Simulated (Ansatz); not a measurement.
We consider rock-salt SnTe (cubic form, which distorts at low temperature), described by PBE0+SOC (Ansatz, a program for electronic structure, PAW).

Input file:

Ansatz 0.2 input:
```yaml
crystal:
  lattice:
    - [0.0, 3.158, 3.158]
    - [3.158, 0.0, 3.158]
    - [3.158, 3.158, 0.0]
  atoms:
    - { symbol: Sn, position: [0.0, 0.0, 0.0] }
    - { symbol: Te, position: [0.5, 0.5, 0.5] }
basis:
  ecutwfc: 460
  ecutrho_ratio: 4
  xc_grid: 2
kpoints:
  mp_grid: { grid: [6, 6, 6] }
hamiltonian:
  xc: pbe0
  dispersion: none
  pseudopotentials: { kind: paw }
scf:
  occupations: { method: fermi_dirac, width: 0.01 }
  convergence: { dr2_threshold: 0.0000000002 }
output:
  forces: true
  stress: true
  eigenvalues: true
magnetization:
  noncollinear: true
  spin_orbit: true
```

Excerpt of the program's output:

```
WARN output.stress: scf.exx.energy_threshold = 1e-6 eV is looser than the 2e-8 eV advised for a stress under a hybrid functional (1e-8 eV for each atom of the …
Crystal: 2 atoms, lattice volume = 62.989 Å³
Basis set: ecut = 460 eV, 1411 PW (Γ), exchange–correlation on 64×64×64 points (8 copies of the dense FFT grid, shifted against one another)
Bands: 38, of which v1, the nominal top of the filled ones, is band 30 counted from 1 (29 counted from 0)
Symmetry: 48 space group operations + 48 with time reversal
k-points: 16 of 216
Initial density: superposition of atomic densities (chi_scale 0.1, normalization cell, long waves kept (reshape's long-wave potential 0.00 eV rms))
Functional: x = pbe(κ = 0.804, μ = 0.2195149727645171), c = pbe(β = 0.06672455060314922), warm-up for x = 0.75 pbe(κ = 0.804, μ = 0.2195149727645171) + 0.25 exact, c = pbe(β = 0.06672455060314922)
Crystal: 2 atoms, lattice volume = 62.989 Å³
Initial density: handed on by an earlier stage of this run
Functional: x = 0.75 pbe(κ = 0.804, μ = 0.2195149727645171) + 0.25 exact, c = pbe(β = 0.06672455060314922)
Crystal: 2 atoms, lattice volume = 62.989 Å³
SCF 3 converged in 6 iterations: F = -13007.442459 eV  dr2 = 1.64e-10
Crystal: 2 atoms, lattice volume = 62.989 Å³
Crystal: 2 atoms, lattice volume = 62.989 Å³
SCF 5 converged in 4 iterations: F = -13007.444130 eV  dr2 = 1.36e-10
Free energy (F): -13007.444130 eV
Internal energy: -13007.444130 eV  (E = F + TS)
E sigma→0 (E₀):  -13007.444130 eV
Fermi energy:    9.610078 eV
--- Forces (eV/Å), atoms counted from 1 ---
  atom   1  Sn    -0.00000000     0.00000000    -0.00000000
  atom   2  Te    -0.00000000     0.00000000     0.00000000
--- Stress (GPa, compression-positive) ---
        1.226591       0.000000      -0.000000
        0.000000       1.226591      -0.000000
        0.000000       0.000000       1.226591
  P = ⅓ Tr σ = 1.2266 GPa (12.266 kbar)
```

The PAW data were made under PBE.

Note: symmetry holds this phase in the static calculation, where it need not be a minimum. Note: cell and atoms aren't relaxed at this level (pressure 1.2 GPa).
